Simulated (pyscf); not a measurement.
Structures and frequencies: ωB97X-D3(BJ)/def2-SVP in PySCF. MP2 and CC: frozen core, UHF for open shells. ΔMP2 is the change of the MP2 total energy from the triple- to the quadruple-zeta basis.

SMILES: Cl[SiH2]C
```xyz
8

C      0.8501    -0.1328     0.1170
Si    -0.6065     1.0102    -0.1174
Cl    -0.1283     2.8801     0.6428
H      0.6198    -1.1351    -0.2800
H      1.0984    -0.2306     1.1852
H      1.7359     0.2547    -0.4098
H     -1.8058     0.5189     0.6132
H     -0.9384     1.1794    -1.5577
```
Charge 0, spin multiplicity 1.

Problem. What are the homolytic bond dissociation enthalpies (298 K) of H₃C–SiH₂–Cl at CCSD(T)/def2-TZVPP + ΔMP2(QZVPP), weakest first?

Solution. C–Si to CH₃• + •H₂Si–Cl: 90.7 kcal/mol; H–Si to H₃C–SiH•–Cl + H•: 92.9 kcal/mol; C–H to •H₂C–SiH₂–Cl + H•: 101.7 kcal/mol; Cl–Si to H₃C–SiH₂• + Cl•: 111.7 kcal/mol. Ring and multiple bonds, and those that leave no two simple radicals, are not listed. •H₂C–SiH₂–Cl lies 11.1 kcal/mol over its isomer H₃C–SiH•–Cl, and others may lie lower still (electronic energy, ωB97M-D3(BJ)). Other isomers of H₃C–SiH₂•, H₃C–SiH•–Cl were not searched in full and may lie lower. The CCSD(T) − MP2 part came from Ansatz, without density fitting, on the same reference. Left out: the spin-orbit lowering of Cl.
